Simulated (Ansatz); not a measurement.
# HNSi: the cost of one run

Method: def2-QZVPP, core rule «outside noble gas», up to 6 orbitals frozen; program: Ansatz 0.2.0, Gaussian basis.

Plan: UHF; ROHF; CCSD(T) on UHF.

2 further runs of the same task are left out: 2 set aside as unsound or not needed.

### Step 1. The system

The geometry is a PBE0/def2-TZVP stationary point (not a proven minimum).

3 atoms, charge 0, spin multiplicity 3.

Atoms are counted from 1 here; the program's logs count them from 0.

Bond lengths: Si1–N2 1.701 Å, N2–H3 1.020 Å. Angles: Si1–N2–H3 125.4°.

Coordinates:

```xyz
3
charge 0, multiplicity 3
Si    0.0000    0.0330    0.6059
N     0.0000   -0.1138   -1.0890
H     0.0000    0.6631   -1.7496
```

### Step 2. UHF

File in.yaml:

```yaml
crystal:
  periodic: [false, false, false]
  atoms:
    - {symbol: Si, position_ang: [0.000000, 0.032951, 0.605869]}
    - {symbol: N, position_ang: [0.000000, -0.113788, -1.088955]}
    - {symbol: H, position_ang: [0.000000, 0.663088, -1.749585]}
basis:
  gaussian: {orbitals: "def2-QZVPP.json"}
magnetization: {spin_polarized: true, initial_magnetization: 2}
hamiltonian: {xc: hf}
output: {orbitals: {seedname: orbitals}}
```

On the command line:

```
ansatz run in.yaml --threads 1 --pin off --events-out ev --progress --plain --max-ram 3968MiB --backend cpu
```

What time and memory should one allow on 1 thread of AMD EPYC 7R13, shared host?

About 16 s, with a peak of 0.32 GiB.
